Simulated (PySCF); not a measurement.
**S2: one state, many levels of theory**

State: ³Σg⁻ (triplet), unpaired electrons π ↑↑. Set-up: S pcseg-1; no relativity (PySCF 2.14). De refers to S + S in their high-spin ground configurations, without counterpoise correction. The functionals are run spin-unrestricted.

```tsv
Level	Re (Å)	ωe (cm⁻¹)	De (eV)	CPU s a point (SCF and correlation, without the integrals)
UHF	1.882	810	1.79	0.034
UHF-MP2	1.930	694	3.72	0.056
UHF-SCS-MP2	1.922	714	3.45	n/a
UHF-CCSD	1.922	722	3.32	n/a
UHF-CCSD(T)	1.933	698	3.52	0.53
PBE	1.938	685	4.68	0.35
revPBE	1.942	680	4.42	0.27
r²SCAN	1.921	714	4.47	0.48
PBE0	1.909	739	4.27	0.47
r²SCAN0	1.901	753	4.11	0.5
M06	1.918	725	4.25	0.46
CAM-B3LYP	1.909	745	3.98	0.45
```

Which functional lies closest to UHF-CCSD(T) in De, which farthest, and by how much do they differ from it?

Closest is CAM-B3LYP (-2.4 pm in Re, +6.7 % in ωe, +0.46 eV in De against UHF-CCSD(T) in the same basis), farthest PBE (+0.5 pm in Re, -1.9 % in ωe, +1.16 eV in De). CCSD(T) converges more slowly with the basis than the functionals do and binds too weakly in this one, so the order can change at the basis-set limit.

What does a quarter of exact exchange do here, going from PBE to PBE0?

PBE0 less PBE: -2.9 pm in Re, +7.9 % in ωe, -0.41 eV in De. Exact exchange removes part of the self-interaction that spreads semilocal densities, and in most molecules shortens and stiffens the bond and lowers De; so it does here.

What does the step from GGA to meta-GGA do here, going from PBE to r²SCAN?

r²SCAN less PBE: -1.7 pm in Re, +4.2 % in ωe, -0.21 eV in De. 

Measured (Huber and Herzberg, Constants of Diatomic Molecules (1979)): Re = 1.8892 Å, ωe = 725.65 cm⁻¹.

Correlated steps freeze 10 core orbitals. Correlated levels converge slowly with the basis: in double zeta they bind strong bonds too weakly, by up to about 1 eV, and carry superposition errors of some tenths. The state was picked by a PBE0 search and need not be the measured ground state.

The whole job (state search and all levels along the bond) took about 0.99 min on 1 thread of Arm Neoverse V2 (shared host), peak memory 0.41 GiB.
